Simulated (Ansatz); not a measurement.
## Which method gave which barrier?

Saddle point of SiPH7O, closed shell (SiPH₇O ([OH][SiH2][PH4]) → SiPH₅O ([OH][SiH2][PH2]) + H₂; bonds formed: H2–H6; bonds broken: H2–P7, H6–P7), PBE0-D4/def2-TZVP structure:

Si1  (-0.012, -0.699, 1.019)
H2  (1.142, 1.313, -0.562)
H3  (0.484, -2.075, 0.763)
H4  (-1.266, -0.759, 1.807)
O5  (1.041, 0.376, 1.597)
H6  (-0.320, 1.518, -0.885)
P7  (-0.648, 0.125, -1.015)
H8  (1.325, 0.925, 0.783)
H9  (0.138, -0.198, -2.123)
H10  (-1.885, -0.526, -1.384)
(Å)

Ansatz 0.2.0; basis: def2-TZVPP, with def2-QZVPP for the basis limit; cores frozen in the correlated methods. Extrapolation: Hartree–Fock as exp(−7.88 √X), correlation as X^−2.97. Four methods, as single points on the PBE0-D4 structures, gave these electronic barriers from the start structure: 20.17, 22.99, 27.98, 35.86 kcal/mol.

**Question.** The methods were, in alphabetical order, HF, MP2, PBE-D4, r2SCAN-D4. Which gave which? (Judge from chemistry; the calculation decides.)

**Answer.** By the calculation: PBE-D4 20.17; r2SCAN-D4 22.99; MP2 27.98; HF 35.86 kcal/mol. For comparison, CCSD(T) at an estimated basis limit (MP2 extrapolated from triple and quadruple zeta, plus CCSD(T) − MP2 in triple zeta) gives 26.93 kcal/mol.

The T1 diagnostic stays at or below 0.019.

Labels in which every atom is bracketed show which atoms are joined, not bond orders.

For scale, one of the runs: CCSD(T)/def2-TZVPP, 213 basis functions, launched by `ansatz run in.yaml --threads 4 --pin off --events-out ev --progress --plain --max-ram 9574MiB`. The run took 42 s on 4 CPU threads of an Arm Neoverse V1 (shared host), with 2.9 GiB of host memory at its peak.
